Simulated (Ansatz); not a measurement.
**SiN+ (quintet): from Hartree-Fock to the top rungs, 6-31G**

Aim: climb from Hartree-Fock through coupled cluster and multireference methods for SiN+ (quintet) at one geometry and basis, and see what each rung misses.

Program: Ansatz 0.2.0, Gaussian basis. Level of theory: 6-31G, core rule «outside noble gas», up to 6 orbitals frozen. These are calculated values, not measurements.

To be run: UHF; CCSD(T) on ROHF; CCSD(T) on UHF; BCCD(T) on ROHF; CISD; CCSDT(Q) on ROHF; CCSDT(Q) on UHF; CISDTQ; CCSDTQ on ROHF; CCSDTQ on UHF; CASSCF and MRCISD+Q, 8 electrons in 8 orbitals; CASSCF and NEVPT2, 8 electrons in 8 orbitals; Full CI.

20 further runs of the same task are left out: 8 that didn't finish, 12 set aside as unsound or not needed.

## (1) The system

The geometry is a PBE0/def2-TZVP stationary point (not a proven minimum) of the parent state, kept for this charge and spin.

2 atoms, charge 1, spin multiplicity 5.

Atoms are counted from 1 here; the program's logs count them from 0.

Bond lengths: Si1–N2 1.889 Å.

Coordinates:

```xyz
2
charge 1, multiplicity 5
Si    0.00000    0.00000    0.00000
N     0.00000    0.00000    1.88913
```

## (2) UHF

Input file in.yaml:

```yaml
crystal:
  periodic: [false, false, false]
  atoms:
    - {symbol: Si, position_ang: [0.000000, 0.000000, 0.000000]}
    - {symbol: N, position_ang: [0.000000, 0.000000, 1.889128]}
basis:
  gaussian: {orbitals: 6-31G}
total_charge: 1
magnetization: {spin_polarized: true, initial_magnetization: 4}
hamiltonian: {xc: hf}
output: {orbitals: {seedname: orbitals}}
```

The run is started by

```
ansatz run in.yaml --threads 1 --pin off --events-out ev --progress --plain --max-ram 2393MiB
```

The runs that follow: CCSD(T) on ROHF; CCSD(T) on UHF; BCCD(T) on ROHF; CISD; CCSDT(Q) on ROHF; CCSDT(Q) on UHF; CISDTQ; CCSDTQ on ROHF; CCSDTQ on UHF; CASSCF and MRCISD+Q, 8 electrons in 8 orbitals; CASSCF and NEVPT2, 8 electrons in 8 orbitals; Full CI.

Q: Predict the results of all the runs planned. Wanted: FCI below the RHF energy; RMP2 from FCI; UMP2 from FCI; RCCSD from FCI; RCCSD(T) from FCI; UCCSD(T) from FCI; RCCSDT(Q) from FCI; UCCSDT(Q) from FCI; NEVPT2 valence from FCI.

The runs gave:

| quantity | value |
| --- | --- |
| FCI below the RHF energy | -2.3433 eV |
| RMP2 from FCI | +17.76 kcal/mol |
| UMP2 from FCI | +16.25 kcal/mol |
| RCCSD from FCI | +1.25 kcal/mol |
| RCCSD(T) from FCI | +0.36 kcal/mol |
| UCCSD(T) from FCI | +0.32 kcal/mol |
| RCCSDT(Q) from FCI | 0.00 kcal/mol |
| UCCSDT(Q) from FCI | -0.04 kcal/mol |
| NEVPT2 valence from FCI | +7.19 kcal/mol |
| MRCISD+Q valence from FCI | +0.23 kcal/mol |
| levels within 1 kcal/mol (43 meV) | RCCSD(T), UCCSD(T), BCCD(T), RCCSDT, UCCSDT, CISDTQ, RCCSDT(Q), UCCSDT(Q), RCCSDTQ, UCCSDTQ, MRCISD valence, MRCISD+Q valence |
| T1 diagnostic | 0.050 |
| effectively unpaired electrons | 4.04 |

In words: RCCSD(T) misses by +0.36 kcal/mol, 0.7 % of the correlation energy. The occupations are near whole numbers, but T1 = 0.050 shows that the orbitals relax strongly. Of the multireference levels listed MRCISD+Q valence comes nearest in total energy (+0.23 kcal/mol), which doesn't show that its space is the better one. These misses are within one basis, not against nature; the frozen cores of restricted and unrestricted runs differ, which can shift their rows.
